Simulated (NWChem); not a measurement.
Program: NWChem. System: H₃N, charge 0, spin multiplicity 1, displaced from the optimised geometry. Level: RHF/cc-pVDZ, spin-restricted.

The NWChem input:

```
start mol
memory heap 200 mb stack 900 mb global 1100 mb
geometry units angstroms nocenter noautoz noautosym
  N      0.001600     0.128256     0.000000
  H     -0.472755    -0.293412     0.812430
  H     -0.828521    -0.609663    -1.421753
  H      0.934306    -0.310965     0.000000
end
basis spherical
  * library cc-pvdz
end
scf
  rhf
  nopen 0
  maxiter 100
  thresh 1e-7
  semidirect memsize 60000000 filesize 0
end
task scf energy
```

NWChem printed:

```
             Northwest Computational Chemistry Package (NWChem) 7.3.0
             --------------------------------------------------------

                                NWChem Input Module
                                -------------------

 Scaling coordinates for geometry "geometry" by  1.889725989
 (inverse scale =  0.529177249)

                             Geometry "geometry" -> ""
                             -------------------------

 Output coordinates in angstroms (scale by  1.889725989 to convert to a.u.)

  No.       Tag          Charge          X              Y              Z
 ---- ---------------- ---------- -------------- -------------- --------------
    1 N                    7.0000     0.00160000     0.12825600     0.00000000
    2 H                    1.0000    -0.47275500    -0.29341200     0.81243000
    3 H                    1.0000    -0.82852100    -0.60966300    -1.42175300
    4 H                    1.0000     0.93430600    -0.31096500     0.00000000

 Effective nuclear repulsion energy (a.u.)      10.0282230262

            Nuclear Dipole moment (a.u.)
            ----------------------------
        X                 Y               Z
 ---------------- ---------------- ----------------
    -0.6723078150    -0.5976220644    -1.1514535085


 Summary of "ao basis" -> "" (spherical)
 ------------------------------------------------------------------------------
       Tag                 Description            Shells   Functions and Types
 ---------------- ------------------------------  ------  ---------------------
 *                          cc-pvdz                   on all atoms

 Summary of "ao basis" -> "ao basis" (spherical)
 ------------------------------------------------------------------------------
       Tag                 Description            Shells   Functions and Types
 ---------------- ------------------------------  ------  ---------------------
 N                          cc-pvdz                  6       14   3s2p1d
 H                          cc-pvdz                  3        5   2s1p

                                 NWChem SCF Module
                                 -----------------

  ao basis        = "ao basis"
  functions       =    29
  atoms           =     4
  closed shells   =     5
  open shells     =     0
  charge          =   0.00
  wavefunction    = RHF
  use symmetry    = F
  symmetry adapt  = F

 Summary of "ao basis" -> "ao basis" (spherical)
 ------------------------------------------------------------------------------
       Tag                 Description            Shells   Functions and Types
 ---------------- ------------------------------  ------  ---------------------
 N                          cc-pvdz                  6       14   3s2p1d
 H                          cc-pvdz                  3        5   2s1p

 Forming initial guess at       0.0s

      Superposition of Atomic Density Guess
      -------------------------------------

 Sum of atomic energies:         -55.79786015

      Non-variational initial energy
      ------------------------------

 Total energy =     -55.766874
 1-e energy   =     -94.776239
 2-e energy   =      28.981142
 HOMO         =      -0.333069
 LUMO         =      -0.081296

 Starting SCF solution at       0.1s

 ----------------------------------------------
         Quadratically convergent ROHF

 Convergence threshold     :          1.000E-07
 Maximum no. of iterations :          100
 Final Fock-matrix accuracy:          1.000E-09
 ----------------------------------------------

              iter       energy          gnorm     gmax       time
             ----- ------------------- --------- --------- --------
                 1      -55.9922202941  6.96D-01  2.66D-01      0.1
                 2      -56.0321918222  2.60D-01  9.83D-02      0.1
                 3      -56.0397908958  7.39D-03  2.50D-03      0.1
                 4      -56.0397975797  3.52D-05  1.54D-05      0.1
                 5      -56.0397975800  4.23D-09  1.77D-09      0.1

       Final RHF  results
       ------------------

         Total SCF energy =    -56.039797580012
      One-electron energy =    -95.657095780295
      Two-electron energy =     29.589075174035
 Nuclear repulsion energy =     10.028223026248

        Time for solution =      0.0s

             Final eigenvalues
             -----------------

              1
    1  -15.6171
    2   -1.1033
    3   -0.6308
    4   -0.4931
    5   -0.3952
    6    0.0642
    7    0.2027
    8    0.2581
    9    0.6489
   10    0.7140
   11    0.8200
   12    0.9598
   13    1.0465
   14    1.0828
   15    1.2726

                       ROHF Final Molecular Orbital Analysis
                       -------------------------------------

 Vector    3  Occ=2.000000D+00  E=-6.308230D-01
              MO Center=  1.0D-01, -6.2D-02,  1.8D-01, r^2= 9.5D-01
   Bfn.  Coefficient  Atom+Function         Bfn.  Coefficient  Atom+Function
  ----- ------------  ---------------      ----- ------------  ---------------
     4      0.401633  1 N  px                15     -0.322048  2 H  s
    25      0.322048  4 H  s                  6     -0.231900  1 N  pz
     7      0.187410  1 N  px

 Vector    4  Occ=2.000000D+00  E=-4.930729D-01
              MO Center= -1.1D-01,  1.3D-01, -1.9D-01, r^2= 1.1D+00
   Bfn.  Coefficient  Atom+Function         Bfn.  Coefficient  Atom+Function
  ----- ------------  ---------------      ----- ------------  ---------------
     5      0.358730  1 N  py                 3      0.329447  1 N  s
     6     -0.295355  1 N  pz                 8      0.247470  1 N  py
     9     -0.202999  1 N  pz                15     -0.185557  2 H  s
    25     -0.185556  4 H  s                  4     -0.166060  1 N  px

 Vector    5  Occ=2.000000D+00  E=-3.952273D-01
              MO Center= -3.0D-01, -1.4D-01, -5.1D-01, r^2= 1.6D+00
   Bfn.  Coefficient  Atom+Function         Bfn.  Coefficient  Atom+Function
  ----- ------------  ---------------      ----- ------------  ---------------
     5      0.378289  1 N  py                 8      0.342408  1 N  py
    21     -0.317781  3 H  s                 20     -0.289379  3 H  s
     6      0.167967  1 N  pz                 9      0.155459  1 N  pz

 Vector    6  Occ=0.000000D+00  E= 6.420063D-02
              MO Center= -4.5D-01, -3.3D-01, -7.8D-01, r^2= 2.4D+00
   Bfn.  Coefficient  Atom+Function         Bfn.  Coefficient  Atom+Function
  ----- ------------  ---------------      ----- ------------  ---------------
    21      0.679837  3 H  s                  3     -0.468817  1 N  s
     9      0.348916  1 N  pz                 8      0.295577  1 N  py
    20      0.273051  3 H  s                  6      0.269651  1 N  pz
     5      0.213528  1 N  py                 7      0.205150  1 N  px
    16      0.160056  2 H  s                 26      0.160056  4 H  s

 Vector    7  Occ=0.000000D+00  E= 2.027355D-01
              MO Center=  2.7D-01, -4.4D-01,  4.7D-01, r^2= 3.5D+00
   Bfn.  Coefficient  Atom+Function         Bfn.  Coefficient  Atom+Function
  ----- ------------  ---------------      ----- ------------  ---------------
     3      1.200584  1 N  s                 16     -1.016660  2 H  s
    26     -1.016656  4 H  s                  9      0.421253  1 N  pz
    21      0.324585  3 H  s                  8     -0.256569  1 N  py
     7      0.240026  1 N  px                 6      0.199514  1 N  pz

 Vector    8  Occ=0.000000D+00  E= 2.581169D-01
              MO Center=  3.0D-01, -4.3D-01,  5.3D-01, r^2= 3.7D+00
   Bfn.  Coefficient  Atom+Function         Bfn.  Coefficient  Atom+Function
  ----- ------------  ---------------      ----- ------------  ---------------
    16      1.509160  2 H  s                 26     -1.509166  4 H  s
     7      0.739250  1 N  px                 9     -0.426838  1 N  pz
     4      0.267027  1 N  px                 6     -0.154180  1 N  pz

 center of mass
 --------------
 x =  -0.03856097 y =   0.06353319 z =  -0.06815614

 moments of inertia (a.u.)
 ------------------
          12.320796812266          -1.323483374025          -2.812402534619
          -1.323483374025          15.962754722136          -2.335393060062
          -2.812402534619          -2.335393060062           9.140804013992

  Mulliken analysis of the total density
  --------------------------------------

    Atom       Charge   Shell Charges
 -----------   ------   -------------------------------------------------------
    1 N    7     7.29   2.00  0.80  0.80  2.11  1.56  0.02
    2 H    1     0.87   0.71  0.10  0.05
    3 H    1     0.98   0.45  0.52  0.01
    4 H    1     0.87   0.71  0.10  0.05

       Multipole analysis of the density wrt the origin
       ------------------------------------------------

     L   x y z        total         open         nuclear
     -   - - -        -----         ----         -------
     0   0 0 0     -0.000000      0.000000     10.000000

     1   1 0 0      0.173529      0.000000     -0.672308
     1   0 1 0     -0.615645      0.000000     -0.597622
     1   0 0 1      0.313840      0.000000     -1.151454

     2   2 0 0     -4.974807      0.000000      6.366815
     2   1 1 0      0.082135      0.000000      1.266766
     2   1 0 1      0.063594      0.000000      2.834968
     2   0 2 0     -6.725043      0.000000      2.391278
     2   0 1 1      0.179248      0.000000      2.244105
     2   0 0 2     -4.906288      0.000000      9.575538

 Task  times  cpu:        0.1s     wall:        0.1s

 Total times  cpu:        0.1s     wall:        0.1s
```
